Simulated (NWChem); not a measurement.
# PH2 (SMILES [PH2]): USOGGA11-X/3-21G (esp resp)

What is the energy change on altering one bond length of PH2 at USOGGA11-X/3-21G (esp resp)? 

Program for the calculation: NWChem 7.3.0.

4 further runs of the same task are left out: 2 that didn't finish, 2 set aside as unsound or not needed.

### 1 Starting point

The species is PH2 (3 atoms), meant as a doublet with charge 0. SMILES: `[PH2]`. The shape is that of a GFN2-xTB optimisation.

Bond lengths: P1–H2 1.392 Å, P1–H3 1.392 Å. Angles: H2–P1–H3 91.4°.

### 2 A single-point energy at USOGGA11-X/3-21G (esp resp)

run.nw reads:

```
start run
title "H2P energy"
memory stack 880 mb heap 220 mb global 1100 mb

geometry units angstroms noautosym nocenter noautoz
  P        0.514470      -0.302750       0.252680
  H        0.111510       1.027360       0.172420
  H       -0.625980      -0.724620      -0.425100
end

basis "ao basis" spherical
  * library 3-21G
end

dft
  xc sogga11-x
  mult 2
  grid coarse
  convergence energy 1e-06
  maxiter 200
  print low
end

esp
  restrain
  range 0.4
  spacing 0.035
  recalculate
end

task dft energy
task esp
```

Command:

```console
$ nwchem run.nw > run.out
```

Log (excerpt; [...] marks lines left out):

```text
[...]
 d= 0,ls=0.0,diis     1   -340.7351361480 -3.52D+02  1.29D-02  1.56D-02     0.1
[...]
 d= 0,ls=0.0,diis     7   -340.7454153924 -3.21D-08  2.25D-06  1.34D-10     0.4
[...]
         Total DFT energy =     -340.745415392417
      One electron energy =     -493.956269458514
           Coulomb energy =      165.439663592609
    Exchange-Corr. energy =      -23.898081505870
 Nuclear repulsion energy =       11.669271979358
[...]
      <S2> =      0.7516 (Exact =     0.7500)
[...]
 Dipole moment                                  0.474759    0.474373    0.474373
 Quadrupole moment Qxx                         -0.539427   -0.538982   -0.538982
                   Qyy                          1.208150    1.207159    1.207159
                   Qzz                         -0.668723   -0.668177   -0.668177
[...]
```

Run time: 1.2 s. Hardware: 1 thread of AMD EPYC 7B13 (Zen 3), shared host; peak memory 0.11 GiB.

### 3 The distorted shape, same level

sp.nw reads:

```
start sp
title "H2P SOGGA11-X"
memory 2200 mb

geometry noautosym nocenter noautoz
P      0.400425    -0.344937     0.184902
H     -0.002535     0.985173     0.104642
H     -0.625980    -0.724620    -0.425100
end

basis spherical
P library 3-21G
H library 3-21G
end

dft
xc sogga11-x
mult 2
grid coarse
convergence energy 1e-06
maxiter 200
print medium
end

esp
restrain
range 0.4
spacing 0.035
recalculate
end

task dft energy
task esp
```

Command:

```console
$ nwchem sp.nw > sp.out
```

Log (excerpt; [...] marks lines left out):

```text
[...]
          Wavefunction type:  spin polarized.
          No. of atoms     :     3
          No. of electrons :    17
[...]
          Charge           :     0
          Spin multiplicity:     2
[...]
          AO basis - number of functions:    17
[...]
              XC Information
              --------------
                    SOGGA11-X Method XC Functional
                     Hartree-Fock (Exact) Exchange  0.402
                     SOGGA11-X gradient correction  1.000
                   SOGGA11-X Correlation Potential  1.000
[...]
 d= 0,ls=0.0,diis     1   -340.7170139767 -3.53D+02  1.46D-02  1.64D-02     0.1
[...]
 d= 0,ls=0.0,diis     7   -340.7279352208 -1.93D-08  2.84D-06  2.01D-10     0.4
[...]
         Total DFT energy =     -340.727935220836
      One electron energy =     -495.221892659363
           Coulomb energy =      166.120114077844
    Exchange-Corr. energy =      -23.942578849496
 Nuclear repulsion energy =       12.316422210178
[...]
      <S2> =      0.7516 (Exact =     0.7500)
[...]
 Dipole moment                                  0.530067    0.529655    0.529655
 Quadrupole moment Qxx                         -0.643342   -0.642803   -0.642803
                   Qyy                          1.372605    1.371476    1.371476
                   Qzz                         -0.729263   -0.728674   -0.728674
[...]
```

Run time: 1.2 s. Hardware: 1 thread of AMD EPYC 7B13 (Zen 3), shared host; peak memory 0.11 GiB.

### 4 Outcome

At USOGGA11-X/3-21G (esp resp):

| quantity | value |
| --- | --- |
| first shape: total energy | -340.74542 Eh |
| first shape: ⟨S²⟩ | 0.752 |
| distorted shape: total energy | -340.72794 Eh |
| distorted shape: dipole moment | 1.44 D |
| distorted shape: HOMO energy (highest over α and β) | -7.93 eV |
| distorted shape: LUMO energy (lowest over α and β) | -3.00 eV |
| distorted shape: ⟨S²⟩ | 0.752 |
| energy change with the P1–H3 bond shortened from 1.392 to 1.253 Å | 0.476 eV |

With the P1–H3 bond shortened from 1.392 to 1.253 Å the energy rises by 0.48 eV (45.9 kJ/mol). The first shape isn't relaxed at this level, so the change isn't measured from a minimum.
